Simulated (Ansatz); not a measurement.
What each rung costs, and what it gives

Saddle point of BSiH7O, closed shell (SiH₄O ([OH][SiH3]) + BH₃ → BSiH₅O ([BH2][O][SiH3]) + H₂; bonds formed: H2–H5; dative contacts that become bonds: B1–O6; bonds broken: B1–H2, H5–O6), PBE0-D4/def2-TZVP structure:

B1  (-0.903, 0.480, -0.891)
H2  (-0.168, 1.442, -1.421)
H3  (-0.648, -0.520, -1.503)
H4  (-2.023, 0.885, -0.824)
H5  (0.158, 1.263, -0.445)
O6  (-0.157, 0.550, 0.509)
Si7  (0.743, -0.750, 1.028)
H8  (1.293, -0.398, 2.357)
H9  (-0.145, -1.934, 1.116)
H10  (1.850, -1.018, 0.074)
(Å)

Barriers are electronic and count from the start structure reached by relaxing down the imaginary mode.

Computed with Ansatz 0.2.0 (basis: as named in each row); correlated methods freeze the cores. B3LYP uses VWN-RPA correlation. Extrapolation: Hartree–Fock as exp(−7.88 √X), correlation as X^−2.97.

Times are rough, for one single point on 2 threads of a shared host (Arm Neoverse V2).

The estimate by CCSD(T) at an estimated basis limit (MP2 extrapolated from triple and quadruple zeta, plus CCSD(T) − MP2 in triple zeta) is 23.07 kcal/mol.

```csv
method,basis,time (s),barrier (kcal/mol),method less estimate
SPW92,def2-TZVPP,1,15.06,-8.00
PBE-D4,def2-TZVPP,2,17.22,-5.84
BLYP-D4,def2-TZVPP,2,19.50,-3.56
BHLYP-D4,def2-TZVPP,2,25.51,2.44
PBE0-D4,def2-TZVPP,2,20.34,-2.72
B3LYP-D4,def2-TZVPP,2,21.76,-1.31
CAM-B3LYP-D4,def2-TZVPP,3,22.54,-0.53
r2SCAN-D4,def2-TZVPP,4,19.10,-3.97
B2PLYP,def2-TZVPP,4,22.16,-0.91
RPA on PBE,def2-TZVPP,4,23.20,0.13
r2SCAN0-D4,def2-TZVPP,4,21.43,-1.64
PBE-QIDH,def2-TZVPP,4,22.26,-0.81
wB97X-V,def2-TZVPP,7,22.61,-0.45
wB97M-V,def2-TZVPP,8,22.84,-0.23
B97M-V,def2-TZVPP,10,21.65,-1.42
MP2,def2-QZVPP,16,21.62,-1.44
CCSD(T),def2-TZVPP,42,23.48,0.42
```

All methods are single points on the PBE0-D4 structures.

The T1 diagnostic stays at or below 0.013.

The step is the kind of ligand exchange by which a precursor binds to a hydroxyl group, or is hydrolysed, in atomic layer deposition of oxides.

Labels in which every atom is bracketed show which atoms are joined, not bond orders.
